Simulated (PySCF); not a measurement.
A species of formula C3H4FP has this rotational fingerprint, computed with B3LYP/def2-SVPD in PySCF (dipole) on a GFN2-xTB geometry, gas phase:

| Property | Result |
| --- | --- |
| Rotational constants | A = 8718, B = 2169, C = 1832 MHz |
| Dipole components | \|μa\| = 0.01 D, \|μb\| = 1.72 D, \|μc\| = 0.72 D |
| Inertial defect | -15.08 u·Å² |
| κ | -0.90 |

Question: Which structure is it? (One computed conformer of each.)
A. `[CH2:1]=[CH:2]/[P:3]=[CH:4]/[F:5]` with C1–C2–P3–C4 180°
B. `P#C[C@@H](C)F`

Answer: B. It is C[C@@H](F)C#P, a near-prolate asymmetric top, point group C1. The candidates at the same level (rigid rotor, commonest isotopes):

```
       SMILES  A (MHz)  B (MHz)  C (MHz)  μa (D)  μb (D)  μc (D)  Δ (u·Å²)  point group                        rotor
C[C@@H](F)C#P     8718     2169     1832    0.01    1.72    0.72    -15.08           C1  near-prolate asymmetric top
    C=C/P=C/F    19561     1879     1714    1.66    1.35    0.00      0.00           Cs  near-prolate asymmetric top
```

`C=C/P=C/F` has A 124 % too high. No structure here is proved a minimum.
